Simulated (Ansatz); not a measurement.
Results of PBE (PAW; Ansatz, a quantum-chemistry and plane-wave program) for hcp Ru.

Run with plane-wave cutoff 520 eV, 24×24×14 k mesh (along the axes of the cell as run), Fermi–Dirac smearing 0.05 eV, no spin polarisation, scalar-relativistic PAW data made under PBE.

Properties against volume:

Shape and atoms are relaxed at each volume.

```csv
V (Å³/atom),P (GPa),c (Å),a (Å)
13.216,14.03,4.239,2.683
13.491,6.61,4.266,2.703
13.767,0.00,4.292,2.722
14.042,-5.87,4.318,2.741
14.317,-11.09,4.343,2.759
```

Note: the bulk modulus comes from volumes at which shape and atoms were relaxed.
